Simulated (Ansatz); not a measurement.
`C=CCOC=C` → `C#CC(C)OC`  (isomerisation)

Gas-phase electronic energies from Ansatz, PBE0-D4/def2-TZVP geometries. CCSD(T)/CBS adds triple-zeta CCSD(T) − MP2 to the extrapolated MP2 energy (def2 sets, frozen cores). Functionals use def2-TZVPP. One conformer a species, not always the lowest.

`C=CCOC=C`:

Z-matrix (Å, degrees):
```
C
C 1 1.487
O 1 1.416 2 108.5
H 1 1.100 2 110.5 3 -119.3
H 1 1.097 2 111.0 3 121.2
C 2 1.324 1 123.8 3 -129.5
H 2 1.087 1 115.7 3 51.9
C 3 1.344 1 116.4 2 -178.2
H 6 1.086 2 121.4 1 2.1
H 6 1.083 2 121.6 1 -177.7
C 8 1.330 3 128.2 1 -0.6
H 8 1.085 3 110.1 1 179.5
H 11 1.081 8 123.7 3 -0.1
H 11 1.081 8 118.6 3 180.0
```

`C#CC(C)OC`:

Cartesian coordinates in Å:
```
C 1.713 0.124 -1.742
C 0.992 0.214 -0.787
C 0.107 0.330 0.378
C -0.309 1.769 0.616
O -1.068 -0.432 0.229
C -0.837 -1.816 0.165
H 2.351 0.047 -2.590
H 0.666 -0.036 1.255
H 0.569 2.399 0.764
H -0.868 2.140 -0.243
H -0.943 1.821 1.502
H -1.811 -2.299 0.094
H -0.235 -2.086 -0.710
H -0.325 -2.176 1.069
```

Problem. Is it downhill or uphill in electronic energy at CCSD(T)/CBS, and by how much? (Estimate.)

Solution. Computed: Uphill: ΔE = +14.2 kcal/mol.

Problem. What do these levels give: r2SCAN-D4, B2PLYP, PBE, SCS-MP2/def2-QZVPP, MP2/CBS(def2), CCSD/CBS(def2)? (Estimate.)

Solution. Computed: r2SCAN-D4 17.2, B2PLYP 14.8, PBE 18.1, SCS-MP2/def2-QZVPP 11.4, MP2/CBS(def2) 11.0, CCSD/CBS(def2) 13.9 kcal/mol.

Largest T1 diagnostic among the species: 0.012.

In def2-TZVPP, CCSD(T) changes the Hartree–Fock value by −1.1 kcal/mol (the triples alone add +0.2 kcal/mol) and MP2 by −4.3 kcal/mol. From PBE to PBE0 (25 % exact exchange), in def2-TZVPP and without D4, ΔE moves by −0.8 kcal/mol.
